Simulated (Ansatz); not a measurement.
Born–Oppenheimer molecular dynamics of H5NSi (7 atoms, charge 0, multiplicity 1). It goes on from the last frame of an earlier run, with new velocities.

The calculation used RKS PBE0-D4/def2-SVP in Ansatz.

```yaml
ensemble: NVT, Nosé–Hoover chain
time_step: 0.5 fs
steps_asked: 250
set_temperature: 1500 K
thermostat: time constant 300 fs, chain length 1
seed: 837768
```

First frame:

```xyz
7
Properties=species:S:1:pos:R:3
Si 0.010 -0.040 0.032
H -0.542 -0.141 1.385
H 1.546 0.166 -0.954
H -0.738 1.299 -0.644
N -0.730 -1.644 -0.583
H -1.483 -1.624 -0.006
H -1.127 -1.514 -1.452
```

**Question.** What does the run give?

**Answer.** All steps were run.

```yaml
steps_done: 250
time_covered: 125 fs
mean_temperature_over_the_second_half: 2144 K
spread_of_the_potential_energy_over_the_second_half: 50.0 meV per atom
mean_potential_energy_of_the_second_half_above_the_start: -69.6 meV per atom
```

The conserved energy stayed within 2.3 meV per atom of its start (net change -1.3 meV per atom), so the integration is sound. The mean temperature of the second half is 43 % above the set value. A run of 0.12 ps of so small a system gives no equilibrium averages.

**Question.** What happens to the structure?

**Answer.** The same pairs are bonded in the first frame and the last. Pairs count as bonded within 1.25 times the sum of covalent radii (0.12 Å more for H–H). The details hang on the random start.

**Question.** How do temperature and energy run in time?

**Answer.** 
| time (fs) | T (K) | potential energy less start (eV) | conserved less start (meV/atom) |
| --- | --- | --- | --- |
| 0.0 | 1500 | 0.000 | 0.00 |
| 10.0 | 2107 | -0.390 | 0.35 |
| 20.0 | 1634 | -0.093 | -0.51 |
| 30.0 | 3143 | -1.078 | -1.43 |
| 40.0 | 2256 | -0.506 | -0.87 |
| 50.0 | 2141 | -0.439 | -0.77 |
| 60.0 | 2638 | -0.766 | -0.55 |
| 70.0 | 1270 | 0.113 | 0.04 |
| 80.0 | 2696 | -0.822 | -0.13 |
| 90.0 | 1362 | 0.028 | -0.16 |
| 100.0 | 2614 | -0.797 | -0.50 |
| 110.0 | 2492 | -0.734 | -0.58 |
| 120.0 | 1929 | -0.385 | -0.44 |

Run time: 4.4 min on 1 thread of Arm Neoverse V2, with other jobs on the host, peak memory 0.098 GiB.
